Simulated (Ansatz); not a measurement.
**Structure relaxation of W**

The calculation used DFT PBEsol, scalar-relativistic, plane waves, PAW (Ansatz). Cutoff 420 eV, Γ-centred k mesh, Gaussian smearing, no spin polarisation in the final step.

W was placed on the hcp structure type (P6_3/mmc, No. 194), at a guessed volume.

```yaml
crystal:
  lattice:
    - [2.91346, 0.00000, 0.00000]
    - [-1.45673, 2.52313, 0.00000]
    - [0.00000, 0.00000, 4.72871]
  atoms:
    - { symbol: W, position: [0.33333, 0.66667, 0.25000] }
    - { symbol: W, position: [0.66667, 0.33333, 0.75000] }
```

Steps on the 6×6×4 mesh (2 atoms). 6 of 7 steps are shown, and the free energy counts from the last. Trial steps that were taken back and renewals of the plane-wave basis can be among the rows.

| step | ΔF (meV/atom) | V (Å³/atom) | P (GPa) |
| --- | --- | --- | --- |
| 1 | 172.7 | 17.38 | -21.02 |
| 2 | 80.8 | 15.36 | 14.35 |
| 3 | 30.4 | 15.99 | 1.35 |
| 4 | 0.9 | 16.24 | -1.81 |
| 5 | -0.1 | 16.14 | -0.38 |
| 7 | 0.0 | 16.12 | 0.02 |

A final relaxation ran on a 24×24×12 mesh. The relaxed crystal, P6_3/mmc (No. 194):

Space group P6_3/mmc (No. 194). a = 2.752 Å, b = 2.752 Å, c = 4.894 Å, α = 90.00°, β = 90.00°, γ = 120.00°
```tsv
atom	site	symmetry	x	y	z
W	2c	-6m2	0.3333	0.6667	0.2500
```

```yaml
Volume_per_atom: 16.04 Å³
Density: 19.03 g/cm³
Energy_over_the_standard_structure: 0.52 eV/atom
Gap_on_the_24×24×12_mesh: 0 eV (a metal)
```

Energies count from the standard state of W at the same level.

The final run used a 24×24×12 mesh on its 2-atom cell and 0.10 eV smearing. The k mesh leaves about 4 meV/atom of noise in metals. Spin–orbit coupling is left out.

A structure relaxed within its symmetry needn't be a true minimum.